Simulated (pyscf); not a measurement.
Thermochemistry of product channels of HO–AsH₂ + SiH₂ [singlet] on the singlet surface, in eV, from ωB97M-D3(BJ)/def2-TZVP energies (ideal gas, 1 atm, RRHO with modes under 100 cm⁻¹ raised to 100, one conformer, R ln 2 for chiral ones without a mode under 150 cm⁻¹). Optimised with ωB97X-D3(BJ)/def2-SVP in PySCF.

| products | ΔE | ΔH(298 K) | ΔG(298 K) | ΔG(900 K) |
|---|---|---|---|---|
| AsH₃ + O=SiH₂ | -1.68 | -1.70 | -1.67 | -1.57 |
| HO–SiH₂–AsH₂ | -3.85 | -3.72 | -3.28 | -2.41 |
| HO–AsH–SiH₃ | -2.56 | -2.44 | -1.99 | -1.12 |
| :HSi–O–AsH₂ [singlet] + H₂ | -1.33 | -1.41 | -1.32 | -1.19 |
| HO–As=SiH₂ + H₂ | -0.91 | -0.91 | -0.84 | -0.76 |

These are energies of the channels, which say nothing of barriers. :HSi–O–AsH₂ [singlet] lies 1.09 eV over its isomer HO–SiH=AsH (electronic energy, ωB97M-D3(BJ)/def2-TZVP). HO–As=SiH₂ lies 1.50 eV over its isomer HO–SiH=AsH (electronic energy, ωB97M-D3(BJ)/def2-TZVP). Elements up to Kr have no core potential and no relativistic terms here.
